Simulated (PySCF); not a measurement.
Compound: thietane 1-oxide, C3H6OS.
Cartesian coordinates in Å at the GFN2-xTB level; atoms count from 1:
```xyz
11
C3H6OS angstrom
O      2.172   -1.273    0.086
S      1.116   -0.720   -0.755
C     -0.544   -0.993    0.059
C     -0.847    0.501    0.021
C      0.604    0.956   -0.105
H     -0.377   -1.376    1.061
H     -1.217   -1.645   -0.490
H     -1.376    0.887    0.893
H     -1.417    0.762   -0.871
H      1.090    1.119    0.853
H      0.803    1.784   -0.778
```

NICS = −σ at a ghost point: NICS(0) at the centroid of the ring atoms, NICS(1) 1 Å to either side along the normal of their mean plane, zz for the tensor component along that normal. Level: GIAO PBE0/pcSseg-1 (PySCF, non-relativistic, gas phase) on the GFN2-xTB geometry, one conformer.

Ring bond lengths (Å), with Mayer bond orders in brackets: S2–C3 1.869 (0.87), C3–C4 1.525 (1.01), C4–C5 1.525 (1.01), C5–S2 1.869 (0.87).

Problem. What do the NICS probes read (ppm)?

Solution. 
```
       ring                                             type  NICS(0)  NICS(1), two faces  NICS(1)zz, two faces  rms pucker (Å)  centre to ring atoms, mean (Å)
S2–C3–C4–C5  4-membered ring with S; formal bonds all single     -0.8          1.6 / -3.2            7.7 / -0.1            0.14                            1.19
```

Problem. What do they say, and how far can they be read as aromaticity?

Solution. 
- S2–C3–C4–C5: mean NICS(1)zz 3.8 ppm, deshielded. C3, C4, C5 have four or more neighbours, and the NICS criterion for π rings isn't applied. The two faces differ by 7.8 ppm, so no symmetry operation interchanges them.

Problem. At the first NICS(1) probe listed for ring S2–C3–C4–C5, 1 Å off the ring, what do the in-plane components average?

Solution. The isotropic value is a third of the trace: (3 × 1.6 − (7.7))/2 = -1.4 ppm.

Problem. Give the inner angles of the rings and the Hirshfeld charges of the ring atoms.

Solution. 
- S2–C3–C4–C5: S2 74.7° (+0.330 e), C3 91.2° (-0.086 e), C4 96.1° (-0.075 e), C5 91.2° (-0.086 e); sum 353.3° against 360° for a flat convex ring.
